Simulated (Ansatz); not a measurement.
# How far each method lies from full CI for Si$_{2}$⁺, quartet

Geometry: a point of a stretch scan, not a stationary point.

```yaml
atoms:
  - { symbol: Si, position_ang: [0.0000, 0.0000, 0.0000] }
  - { symbol: Si, position_ang: [0.0000, 0.0000, 3.1770] }
```

Basis cc-pVDZ; Ansatz 0.2.0. Only valence electrons are correlated (noble-gas cores frozen), which leaves 7 electrons in 26 orbitals. R marks a restricted (for open shells ROHF) determinant, U an unrestricted one. Active spaces: pair = (5e, 5o) about the gap; valence = (7e, 8o) chosen from the atoms' valence shells.

Full CI is exact within this basis and frozen core; it isn't the basis-set limit. The frozen core follows each run's orbitals, which can shift R against U totals by a few meV.

Coupled cluster chose its determinant by a search with trial CCSD, here up to 1.17 eV above the lowest Hartree–Fock solution of its kind.

The UHF ⟨S²⟩ is 3.782. The ⟨S²⟩ of the determinant under UCCSD is 3.761 and the T1 diagnostic (RCCSD) is 0.0261. The largest doubles amplitude (RCCSD) is 0.268 and the T1 diagnostic (UCCSD) is 0.0252.

```tsv
level	E − E(determinant under the R cluster runs) (eV)
RCCSD*	-4.4758
UCCSD*	-4.4810
RCCSD(T)*	-4.8436
UCCSD(T)*	-4.8467
```

Task: Estimate how far full CI in cc-pVDZ lies from RCCSD(T). The table doesn't fix it; the size of (T) and the diagnostics are the guide.

Result: Full CI in cc-pVDZ lies 5.26 mEh below RCCSD(T), which is 39 % of the (T) step (-13.51 mEh). A doubles amplitude is large, and the rest is a large part of (T). The miss exceeds 1 kcal/mol.

The other levels:

```tsv
level	E − E(full CI) (mEh)	share of correlation (%)	wall time
BCCD(T)*	5.43	97.04	4 s
RCCSDT*	1.85	98.99	–
UCCSDT*	1.79	99.02	–
RCCSDT(Q)*	0.27	99.85	16 s
UCCSDT(Q)*	0.24	99.87	14 s
CASSCF (valence space)	94.69	48.33	–
NEVPT2 (valence space)	22.59	87.67	2.5 s
MRCISD (valence space)	5.79	96.84	–
MRCISD+Q (valence space)	-1.19	100.65	3 s
```

An asterisk marks runs whose energy the program itself flagged as in doubt.

The correlation energy at full CI, counted from the determinant under the R cluster runs, is -4.987 eV. That run took 4.6 min on 1 thread of Arm Neoverse V2, shared host over 2,676,090 determinants.

Run but not shown, since their state, orbitals or frozen core can't be matched to the reference's or they repeat it: RHF, UHF, RMP2, UMP2, CISD, CISDTQ, CASSCF (pair space), NEVPT2 (pair space), MRCISD (pair space), MRCISD+Q (pair space).

Times hold each run's SCF and search for its determinant on a shared host, so for small cases they say little of a method's own cost; they ran on 1 thread of Arm Neoverse V2. Some runs computed forces too.

More than 5 meV below full CI, which no variational method can be: MRCISD+Q (valence space).

The full-CI state has the irrep B1g of D2h, in the program's axes (one component, if the state is degenerate).

Natural occupations of full CI about the gap: 1.922 1.895 0.958 0.841 0.841 0.185 0.185 0.071 0.011 0.011; effectively unpaired electrons, Σ n²(2−n)², 3.20.
